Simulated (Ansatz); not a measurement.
Species: HO, SMILES `[OH]` (charge 0, multiplicity 2).

Give a relaxed geometry from B3LYP-D3(BJ)/def2-TZVP run with Ansatz (an electronic-structure program).

the end point of this relaxation (outside a Z-matrix the atoms follow the SMILES, hydrogens last).
Cartesian coordinates (Å) in one orientation:
```xyz
2

O      0.488     0.000     0.000
H     -0.488     0.000     0.000
```
